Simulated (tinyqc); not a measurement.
CIS and TDHF on RHF in the sto-3g basis, frozen core, for BH2+, spin multiplicity 1, step by step. One step of it, computed by the program tinyqc.

Question. CIS matrix, triplets. A(ia,jb) = (e_a - e_i) d_ij d_ab - (ij|ab).

orbital energies (hartree): [-7.936185, -0.968604, -0.829316, -0.226830, -0.165607, 0.198603, 0.318587]

Two-electron integrals over orbitals (pq|rs), unique and non-zero (hartree); the lowest 1 orbital is frozen and left out:
```
(22|22) 0.470168    (32|22) 0.006007    (32|32) 0.142359    (33|22) 0.462411
(33|32) -0.004339   (33|33) 0.481502    (42|22) 0.018846    (42|32) 0.000378
(42|33) 0.016346    (42|42) 0.070879    (43|22) 0.000920    (43|32) 0.023605
(43|33) -0.000938   (43|42) -0.001080   (43|43) 0.030484    (44|22) 0.443940
(44|32) -0.000267   (44|33) 0.427394    (44|42) -0.072214   (44|43) 0.002046
(44|44) 0.577928    (52|52) 0.075194    (53|52) -0.001041   (53|53) 0.019057
(54|52) -0.030578   (54|53) 0.000665    (54|54) 0.041518    (55|22) 0.471421
(55|32) -0.000107   (55|33) 0.437745    (55|42) -0.036901   (55|43) 0.001378
(55|44) 0.507848    (55|55) 0.586773    (62|22) 0.047991    (62|32) -0.001309
(62|33) 0.010230    (62|42) -0.002947   (62|43) 0.001607    (62|44) 0.059285
(62|55) 0.098654    (62|62) 0.086994    (63|22) -0.006404   (63|32) -0.068249
(63|33) 0.000435    (63|42) 0.002623    (63|43) -0.025836   (63|44) -0.007016
(63|55) -0.008466   (63|62) -0.007139   (63|63) 0.077376    (64|22) 0.024385
(64|32) 0.003763    (64|33) 0.002767    (64|42) 0.001527    (64|43) 0.000077
(64|44) 0.038889    (64|55) 0.039574    (64|62) 0.047947    (64|63) -0.005603
(64|64) 0.033527    (65|52) 0.051171    (65|53) -0.001926   (65|54) -0.011268
(65|65) 0.042611    (66|22) 0.473246    (66|32) -0.012902   (66|33) 0.468546
(66|42) 0.055064    (66|43) -0.005056   (66|44) 0.409976    (66|55) 0.445720
(66|62) 0.031142    (66|63) 0.008585    (66|64) 0.018122    (66|66) 0.524911
(72|22) 0.002495    (72|32) -0.015356   (72|33) 0.001197    (72|42) -0.001759
(72|43) -0.030456   (72|44) 0.005306    (72|55) 0.007419    (72|62) 0.004095
(72|63) 0.050211    (72|64) 0.002911    (72|66) 0.006071    (72|72) 0.054144
(73|22) 0.040420    (73|32) -0.004191   (73|33) 0.024805    (73|42) -0.051007
(73|43) 0.000514    (73|44) 0.101608    (73|55) 0.106693    (73|62) 0.070352
(73|63) -0.004118   (73|64) 0.036472    (73|66) -0.005770   (73|72) 0.007837
(73|73) 0.107677    (74|22) -0.001497   (74|32) -0.067708   (74|33) 0.002615
(74|42) 0.000569    (74|43) 0.004467    (74|44) 0.001652    (74|55) 0.001652
(74|62) 0.003048    (74|63) 0.039069    (74|64) -0.001387   (74|66) 0.007392
(74|72) 0.004008    (74|73) 0.003944    (74|74) 0.052986    (75|52) 0.003442
(75|53) 0.016499    (75|54) -0.000794   (75|65) 0.001522    (75|75) 0.018450
(76|22) 0.005782    (76|32) 0.117284    (76|33) -0.004539   (76|42) 0.003567
(76|43) 0.035897    (76|44) -0.002434   (76|55) 0.000145    (76|62) 0.002026
(76|63) -0.081060   (76|64) 0.004611    (76|66) -0.011158   (76|72) -0.041864
(76|73) -0.006090   (76|74) -0.055297   (76|76) 0.125087    (77|22) 0.464745
(77|32) 0.014307    (77|33) 0.481610    (77|42) -0.000875   (77|43) 0.004336
(77|44) 0.460080    (77|55) 0.458712    (77|62) 0.010993    (77|63) -0.011902
(77|64) 0.001410    (77|66) 0.476445    (77|72) -0.003793   (77|73) 0.034436
(77|74) -0.006504   (77|76) 0.013019    (77|77) 0.512857
```

Give: CIS matrix A, triplet.

Answer.

CIS matrix A, triplet (hartree), order 2>4, 2>5, 2>6, 2>7, 3>4, 3>5, 3>6, 3>7:
```
[[0.2978, 0.0000, -0.0244, 0.0015, 0.0003, 0.0000, -0.0038, 0.0677],
 [0.0000, 0.3316, 0.0000, 0.0000, 0.0000, 0.0001, 0.0000, 0.0000],
 [-0.0244, 0.0000, 0.6940, -0.0058, -0.0038, 0.0000, 0.0129, -0.1173],
 [0.0015, 0.0000, -0.0058, 0.8224, 0.0677, 0.0000, -0.1173, -0.0143],
 [0.0003, 0.0000, -0.0038, 0.0677, 0.1751, 0.0000, -0.0028, -0.0026],
 [0.0000, 0.0001, 0.0000, 0.0000, 0.0000, 0.2260, 0.0000, 0.0000],
 [-0.0038, 0.0000, 0.0129, -0.1173, -0.0028, 0.0000, 0.5594, 0.0045],
 [0.0677, 0.0000, -0.1173, -0.0143, -0.0026, 0.0000, 0.0045, 0.6663]]
```
